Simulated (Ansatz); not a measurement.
For hcp Y, PBE (plane waves, PAW; Ansatz, a first-principles code) gives:

| Item | Result |
|---|---|
| lattice constant a | 3.656 Å |
| lattice parameter c | 5.681 Å |

### Question
What does r²SCAN-D4 (plane waves, PAW; Ansatz) give for the same quantities?

### Answer

- lattice constant a: 3.672 Å (increases by 0.4 %)
- lattice parameter c: 5.703 Å (increases by 0.4 %)

For comparison: lattice constant a 3.648 Å (measured, 293 K, no zero-point or thermal correction; as tabulated in Wikipedia's data pages); lattice parameter c 5.732 Å (measured, 293 K, no zero-point or thermal correction; as tabulated in Wikipedia's data pages).

Changes are worked out from the printed values.

Unless a cell is named, each level is at its own relaxed cell (PBE 32.88, r²SCAN-D4 33.29 Å³/atom).

Ansatz's density-functional and Hartree–Fock values are scalar-relativistic unless marked +SOC, with PAW data made under PBE.
